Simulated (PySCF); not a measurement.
Compound: naphthoquinone, C₁₀H₆O₂.
Atom-mapped SMILES: `[O:1]=[C:2]1[CH:3]=[CH:4][C:5](=[O:6])[c:7]2[cH:8][cH:9][cH:10][cH:11][c:12]21` (hydrogens: H13 on C3; H14 on C4; H15 on C8; H16 on C9; H17 on C10; H18 on C11)

All values: PBE0/pcSseg-1 (PySCF, non-relativistic), on one gas-phase PBE0-D3(BJ)/def2-SVP geometry that isn't relaxed in the solvent. The solvent is an IEF-PCM continuum (cavity from Bondi-type radii × 1.2). Only the electrostatic response of the medium enters.

Gas phase at PBE0/pcSseg-1: HOMO -7.86 eV, LUMO -3.37 eV, dipole 1.37 D.

Q: What does the continuum do to the energy, the frontier levels and the dipole at PBE0/pcSseg-1 in cyclohexane?

A: 
| solvent | ε | E(solvent) − E(gas) (kJ/mol) | polarisation term (kJ/mol) | distortion of the solute (kJ/mol) | HOMO (eV) | LUMO (eV) | dipole (D) |
| --- | --- | --- | --- | --- | --- | --- | --- |
| cyclohexane | 2.017 | -12.31 | -13.05 | 0.74 | -7.86 | -3.35 | 1.54 |

The first energy column is the sum of the next two and covers electrostatics alone.

Q: Which radius a makes the point-dipole formula ΔE = −[(ε − 1)/(2ε + 1)]·μ²/a³ give the value in cyclohexane, with the gas-phase dipole?

A: μ = 0.538 au and |ΔE| = 0.00469 Eh give a = 1.23 Å; the farthest nucleus lies 3.63 Å from the centroid of the nuclei, so such a sphere wouldn't even hold the nuclei. The formula assumes a rigid point dipole at the centre of a sphere.

Q: Which ESP-fitted charges (PBE0/pcSseg-1) respond most in cyclohexane (means over atoms taken as equivalent)?

A: 
```tsv
atoms	environment	gas (e)	solvent (e)	change
O1/O6	ketone oxygen	-0.467	-0.491	-0.024
C2/C5	ketone carbonyl carbon	+0.572	+0.585	+0.013
H16/H17	aromatic hydrogen	+0.152	+0.160	+0.008
H13/H14	vinylic hydrogen	+0.184	+0.190	+0.006
C7/C12	substituted aromatic carbon	-0.084	-0.090	-0.006
H15/H18	aromatic hydrogen	+0.151	+0.154	+0.003
```

Q: Which Mayer bond orders change most in cyclohexane?

A: 
```tsv
bond	length (Å)	gas	solvent	change
O1–C2	1.214	1.906	1.894	-0.012
C5–O6	1.215	1.906	1.894	-0.012
C7–C8	1.396	1.451	1.447	-0.004
C11–C12	1.396	1.451	1.447	-0.004
C3–C4	1.343	1.728	1.731	+0.003
C5–C7	1.489	0.966	0.969	+0.003
C12–C2	1.489	0.966	0.969	+0.003
C2–C3	1.482	1.084	1.086	+0.002
```
